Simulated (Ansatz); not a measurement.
Predict the output of the script below (Ansatz 0.2.0, Python API).

`freq_c3h3f.py`:
```python
"""Harmonic frequencies of C3H3F at its relaxed geometry."""

from dataclasses import dataclass

import ansatz as az
import numpy as np


@dataclass
class Settings:
    basis: str = "cc-pVDZ"
    xc: str = "pbe"


opts = Settings()

GEOMETRY = """
C    -0.85340    0.93570    0.03120
C    -0.01960    0.02900    0.03590
C     0.83260   -0.91360    0.03550
F     1.06350   -1.77640   -0.97070
H    -1.89260    0.81050    0.40550
H    -0.67280    1.95900   -0.42470
H     1.60350   -1.11220    0.84160
"""

system = az.Crystal.molecule()
for line in GEOMETRY.strip().splitlines():
    symbol, *xyz = line.split()
    system = system.atom(symbol, [float(v) for v in xyz])

calc = system.calculation().basis(gaussian=opts.basis).functional(opts.xc)
symbols = [site.symbol for site in system.cartesian_sites]
start = np.array([site.position_ang for site in system.cartesian_sites], dtype=float)
rep = calc.relax(force_tolerance=0.003, max_steps=100).run(threads=1).report
end = np.array(rep["positions_ang"])

print("final positions (A) and the move of each atom")
for symbol, xyz, old in zip(symbols, end, start):
    print(f"{symbol:2s} {xyz[0]:10.5f} {xyz[1]:10.5f} {xyz[2]:10.5f}   {np.linalg.norm(xyz - old):7.4f}")

# same settings at the minimum
minimum = az.Crystal.molecule()
for symbol, xyz in zip(symbols, end):
    minimum = minimum.atom(symbol, xyz.tolist())
vibrating = minimum.calculation()
vibrating = vibrating.basis(gaussian=opts.basis)
vibrating = vibrating.functional(opts.xc)
vibrating = vibrating.phonons(temperatures=(200, 600, 100))
vib = vibrating.run(threads=1).report["vibrations"]
sums = vib["harmonic_sums"]
modes = [m["omega_inv_cm"] for m in sums["modes_at_gamma"] if m["rigid_motion"] == "no"]
print("frequencies (1/cm):", " ".join(f"{w:.0f}" for w in modes))
print("imaginary modes:", sum(w < 0 for w in modes), " zero-point energy:", round(sums["zero_point_energy_ev"], 4), "eV")
print("T (K)   F_vib (eV)   S_vib (meV/K)   C_vib (meV/K)")
for row in zip(sums["temperatures_k"], sums["vibrational_free_energy_ev"], vib["entropy_ev_per_k"], vib["heat_capacity_ev_per_k"]):
    print(f"{row[0]:6.1f} {row[1]:11.4f} {1000 * row[2]:13.4f} {1000 * row[3]:15.4f}")
```

```console
$ python freq_c3h3f.py
final positions (A) and the move of each atom
C    -0.90416    0.98101    0.01198    0.0707
C    -0.00844    0.01541    0.00314    0.0372
C     0.90024   -0.93879    0.03022    0.0724
F     1.06906   -1.83123   -0.98521    0.0570
H    -1.91772    0.82500    0.42006    0.0325
H    -0.67731    1.98303   -0.39134    0.0414
H     1.59953   -1.10243    0.86546    0.0261
frequencies (1/cm): 208 286 598 612 819 868 975 993 1166 1309 1419 2034 3041 3116 3124
imaginary modes: 0  zero-point energy: 1.2751 eV
T (K)   F_vib (eV)   S_vib (meV/K)   C_vib (meV/K)
 200.0      1.2678        0.1132          0.2007
 300.0      1.2511        0.2226          0.3500
 400.0      1.2229        0.3428          0.4883
 500.0      1.1825        0.4644          0.6019
 600.0      1.1301        0.5825          0.6936
```

The frequencies are harmonic and unscaled, in a modest basis. The result belongs to the one conformer reached from this start, and soft torsions count as harmonic oscillators. Hardware and time: 55 s on 1 thread of Arm Neoverse V1, with other jobs on the host, peak memory 0.19 GiB.

(Lines on the test bed's own set-up are left out of the output.)
